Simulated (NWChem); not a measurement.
# How basis sets differ on SiH3F (SiFH3)

The species is SiH3F (5 atoms), meant as a singlet with charge 0. SMILES: `[H][Si]([H])([H])F`. The shape is that of a GFN2-xTB optimisation.

Each level gives the HOMO–LUMO gap (eV). The values are calculated.

| level | kind | program | value (eV) |
| --- | --- | --- | --- |
| HF/STO-3G | Hartree–Fock | NWChem | 23.19 |
| HF/3-21G | Hartree–Fock | NWChem | 17.20 |
| HF/def2-SVP | Hartree–Fock | NWChem | 17.19 |
| HF/def2-SVPD | Hartree–Fock | NWChem | 15.93 |

The values span 15.93 to 23.19 eV. A Hartree–Fock LUMO above zero doesn't converge with the basis: it sinks as sets grow more diffuse. Orbital gaps aren't excitation energies.
